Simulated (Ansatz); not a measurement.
System: cubic perovskite BaTiO3 (cubic high-temperature phase). Method: LDA (PAW; Ansatz, a program for electronic structure).

Numerical settings: plane-wave cutoff 520 eV, 8×8×8 k mesh, Fermi–Dirac smearing 0.01 eV, no spin polarisation, scalar-relativistic PAW data made under PBE.

Computed at the level's own relaxed cell.

Question: Give the computed lattice constant a, volume per atom, smallest direct gap on the k points sampled, band gap and bulk modulus.

Answer: 
- lattice constant a = 3.935 Å
- volume per atom = 12.18 Å³/atom
- smallest direct gap on the k points sampled = 1.87 eV
- band gap = 1.83 eV
- bulk modulus = 195 GPa

Measured, for comparison: band gap 3.2 eV (temperature not stated, no zero-point or thermal correction; as tabulated in Matsushita et al. (2011), arXiv:1104.2769); bulk modulus 162 GPa (temperature not stated, no zero-point or thermal correction, our sources range from 162 to 173; as tabulated in Matsushita et al. (2011), arXiv:1104.2769). Computed (rounded) less measured: bulk modulus +20 % (+13 % to +20 % over the range).

Note: the relaxation could not lower the start's symmetry, so the cell can be a saddle point above a distorted one.

Spin–orbit coupling is not included.

Computed values are for the static lattice.
